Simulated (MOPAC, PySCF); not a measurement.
C3H4, SMILES `C=C=C`, neutral singlet in the gas phase. 

Cartesian coordinates (Å):
SMILES: C=C=C
```xyz
7

C     -1.3009    -0.0075    -0.0140
C      0.0000     0.0003     0.0001
C      1.3009     0.0076     0.0140
H     -1.8520    -0.4696    -0.8268
H     -1.8750     0.4479     0.7866
H      1.8630    -0.7960     0.4788
H      1.8640     0.8175    -0.4388
```
Charge 0, multiplicity 1.

All levels are single points at this geometry (r2SCAN-D4/def2-TZVP); Pople sets use spherical d functions. Orbital energies aren't observables, and empty levels follow the basis.

| level | HOMO (eV) | LUMO (eV) | gap (eV) | dipole (D) | vertical IE, Delta-SCF (eV) |
|---|---|---|---|---|---|
| r2SCAN-D4/def2-TZVP in PySCF | -6.76 | -0.44 | 6.31 | 0.00 | 9.98 |
| B3LYP/3-21G in PySCF | -7.26 | 0.67 | 7.93 | 0.00 | – |
| B3LYP/6-311+G** in PySCF | -7.52 | -0.10 | 7.43 | 0.00 | – |
| BP86/6-31G* in PySCF | -6.31 | -0.32 | 5.98 | 0.00 | – |
| M06-2X/6-31G* in PySCF | -8.69 | 1.78 | 10.47 | 0.00 | – |
| HF/STO-3G in PySCF | -8.70 | 8.60 | 17.29 | 0.00 | – |
| AM1 in MOPAC | -10.16 | 1.23 | 11.39 | 0.00 | – |
| PM3 in MOPAC | -10.17 | 1.10 | 11.27 | 0.00 | – |
| PM7 in MOPAC | -10.42 | 0.96 | 11.38 | 0.00 | – |
